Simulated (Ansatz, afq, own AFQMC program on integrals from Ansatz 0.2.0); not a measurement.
## Atomization energy of GeH2O, singlet

```yaml
atoms:
  - { symbol: O, position_ang: [-0.1255, -0.6659, 0.5201] }
  - { symbol: Ge, position_ang: [0.5070, 0.5635, -0.6183] }
  - { symbol: H, position_ang: [0.5499, -1.3231, 0.7271] }
  - { symbol: H, position_ang: [-0.8759, 1.3652, -0.6492] }
```

Connectivity, by distances: OH–GeH.

Atoms in their ground-state spins without spin–orbit coupling (mostly on UHF) minus the molecule (RHF), without zero-point energy. The geometry is a stationary point, not shown to be a minimum.

Basis def2-TZVP. Noble-gas cores (and the filled d shells of Ga–Kr and In–Xe) are frozen. Integrals, coupled cluster, full CI and functionals: Ansatz 0.2.0; the random walks run on the same integrals in our own AFQMC program. The CISD trial takes its coefficients from CCSD amplitudes. Released means that phaseless walkers are propagated on without the constraint, phases kept. ± is one standard error of the sampling. No spin–orbit coupling. The errors of all members are added in quadrature.

No full CI on the walks' own integrals is used here; CCSDT(Q) serves as the reference and is uncertain by about the last step of the cluster series. Each member takes its own surest rung, up to full CI.

The best estimate is CCSD(T) at the basis-set limit (CBS: def2-TZVPP and def2-QZVPP, with their diffuse functions for anions and beside diffuse sets, CCSD(T) itself extrapolated) plus the step from CCSD(T) to CCSDT(Q) in def2-TZVP. Rows without CBS are in def2-TZVP; B2PLYP and the wave-function rows carry a basis error of their own. Core correlation and relativity beyond core potentials are missing, and ± holds the sampling alone.

Cautions: inner d shell frozen; no relativity below Rb; no spin-orbit coupling; GeH₂O (singlet): the released energies move by 1.5 errors or more from one time to the next, so no released level is given (meV from the phaseless value at times in 1/Eh: -13 ± 5 at 0.24, -15 ± 5 at 0.51, -3 ± 6 at 0.99, 5 ± 7 at 1.62, -16 ± 8 at 2.40), though the last usable value meets CCSDT(Q) within the noise.

Best estimate: 282.3 kcal/mol.

```
        level  atomization energy (kcal/mol)  error against the best estimate (kcal/mol)
           HF                          178.9                                      -103.4
          MP2                          271.9                                       -10.4
         CCSD                          262.8                                       -19.4
      CCSD(T)                          268.1                                       -14.2
        CCSDT                          267.9                                       -14.4
     CCSDT(Q)                          268.3                                       -13.9
ph-AFQMC/CISD                    268.5 ± 0.1                                 -13.8 ± 0.1
       HF/CBS                          180.7                                      -101.6
      MP2/CBS                          286.8                                         4.5
  CCSD(T)/CBS                          282.0                                        -0.3
          PBE                          283.9                                         1.6
       r2SCAN                          279.2                                        -3.1
         PBE0                          272.8                                        -9.4
        B3LYP                          277.9                                        -4.4
      wB97M-V                          279.7                                        -2.6
       B2PLYP                          275.4                                        -6.9
```

Correlation beyond CCSD(T) adds 0.3 kcal/mol. Going to the basis-set limit adds 13.9 kcal/mol at CCSD(T). The perturbative (T) step is worth +5.2 kcal/mol.

Best estimates are given only where the step beyond CCSD(T) is under 0.3 eV and no member's determinant is very poor (T1 over 0.05, or 0.07 for open shells, ⟨S²⟩ too high by 0.3, two states mixed), so the hardest cases are missing from such tables.

The functionals ran in a triple-zeta set and keep a basis error of their own, a few kJ/mol for each bond in atomization energies and more for double hybrids, so close places among them and the extrapolated levels can swap.

CCSDT and higher add their correlation energy to the determinant of the CCSD(T) run, since their own runs factorise the integrals more tightly (a shift of under 2 meV). Each member of a difference takes its own highest rung, so a best estimate needn't equal the limit plus the step of one row.
